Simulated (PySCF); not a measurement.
# Converging SH⁺ in the basis (PBE0)

PySCF, UKS reference; triplet, unpaired electrons π ↑↑; De to H + S⁺ without counterpoise correction.

```
              basis     relativity  functions  Re (Å)  ωe (cm⁻¹)  De (eV)  μ (D)
         x2c-SVPall  spin-free X2C         23   1.377       2569     3.74  -1.54
          def2-TZVP  no relativity         43   1.369       2558     3.81  -1.33
cc-pVTZ/cc-pV(T+d)Z  no relativity         53   1.369       2558     3.81  -1.33
        def2-TZVPPD  no relativity         68   1.369       2557     3.82  -1.30
```

Q: How does each smaller set differ from the one with most functions, def2-TZVPPD?

A: x2c-SVPall: +0.8 pm, +0.5 % in ωe, -0.08 eV in De; def2-TZVP: +0.0 pm, +0.0 % in ωe, -0.01 eV in De; cc-pVTZ/cc-pV(T+d)Z: +0.0 pm, +0.0 % in ωe, -0.01 eV in De. All at PBE0; the set with most functions is neither the basis-set limit nor always the best. The rows treat relativity differently, so the differences are not basis effects alone.

A positive dipole points towards S; it is taken about the centre of mass and depends on that origin. For an ion De counts to the pair picked by the measured ionisation energies or electron affinities, which need not be the lowest pair at this level. The state is the lowest determinant that a PBE0 search found; another state may lie lower at other levels.
